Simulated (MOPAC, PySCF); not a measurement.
Ligands exchanged one at a time, Si Cl-SH. Isolated molecules, 0 K electronic values unless said otherwise. One relaxed conformer stands for each flexible species; it need not be the lowest. Strings in code marks are SMILES.

Quantity: redistribution energy (mixed species minus the weighted end members), in kcal/mol. Semi-empirical values (MOPAC) are differences of heats of formation.

Level 1: PBE-D3(BJ)/def2-TZVP // r2SCAN-D4/def2-TZVP (PySCF)
Level 2: B3LYP/3-21G // r2SCAN-D4/def2-TZVP (PySCF)
Level 3: PBE/6-31G* // r2SCAN-D4/def2-TZVP (PySCF)
Level 4: PM7 // r2SCAN-D4/def2-TZVP (MOPAC)

```json
[
 {"species": "2 of 4 Cl replaced by SH: `S[Si](S)(Cl)Cl` (H–S–Si–Cl torsion 53°, Cl–Si–S–H torsion -53°)", "level 2": "0.94", "level 3": "1.49", "level 4": "1.47"},
 {"species": "1 of 4 Cl replaced by SH: `[Si](S)(Cl)(Cl)Cl`", "level 2": "-0.55", "level 3": "-0.01", "level 4": "-0.03"},
 {"species": "3 of 4 Cl replaced by SH: `S[Si](S)(S)Cl`", "level 2": "-0.40", "level 3": "-0.03", "level 4": "0.03"}
]
```

### Question
What does level 1 give for each, and how far do the other levels lie from it on average?

### Answer

- 2 of 4 Cl replaced by SH: `S[Si](S)(Cl)Cl` (H–S–Si–Cl torsion 53°, Cl–Si–S–H torsion -53°): 1.17
- 1 of 4 Cl replaced by SH: `[Si](S)(Cl)(Cl)Cl`: -0.03
- 3 of 4 Cl replaced by SH: `S[Si](S)(S)Cl`: -0.14
Mean absolute difference from level 1, which has limits of its own, over these rows (drawn at random from the members that have all these levels): level 2 0.33 kcal/mol, level 3 0.15 kcal/mol, level 4 0.16 kcal/mol.
